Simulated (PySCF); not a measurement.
Molecule (SMILES): C=CF.
Geometry (B3LYP-D3(BJ)/def2-TZVP, fixed):
```xyz
6

C      0.0048     0.4339    -0.0020
C      1.1838    -0.1536     0.0049
F     -1.1460    -0.2672    -0.0028
H     -0.1758     1.5010    -0.0077
H      1.2800    -1.2303     0.0104
H      2.0778     0.4520     0.0052
```

Basis-set convergence of the lowest singlet excitation energy at PBE0 with PySCF. Tamm-Dancoff approximation; the state is taken by its order, and sets in which it differs in degeneracy or brightness are left out, yet its character can still change. All functions are spherical. Density fitting with generated auxiliary sets. In sets without p functions on hydrogen, species with hydrogen take exact integrals. No added dispersion term, no relativity. Reference: the value in d-aug-cc-pVTZ, 6.724 eV, itself unsure by roughly 0.037 eV (its mean distance from aug-pcseg-2, aug-cc-pVTZ).

| basis | functions | lowest singlet excitation energy (eV) |
|---|---|---|
| def2-SV(P) | 48 | ___ |
| 6-31+G* | 60 | 7.164 |
| 6-311G** | 72 | ___ |
| aug-pcseg-1 | 96 | ___ |
| 6-311++G(2d,2p) | 111 | ___ |
| cc-pVTZ | 132 | 8.020 |
| pcseg-2 | 132 | 7.441 |
| def2-TZVPP | 135 | 8.180 |
| def2-TZVPD | 141 | 7.109 |
| def2-TZVPPD | 165 | 7.105 |
| aug-pcseg-2 | 207 | 6.759 |
| cc-pVQZ | 255 | 7.732 |
| def2-QZVPPD | 291 | 6.972 |

Complete the blanks.


- def2-SV(P), lowest singlet excitation energy (eV): 8.473
- 6-311G**, lowest singlet excitation energy (eV): 8.038
- aug-pcseg-1, lowest singlet excitation energy (eV): 6.778
- 6-311++G(2d,2p), lowest singlet excitation energy (eV): 6.846
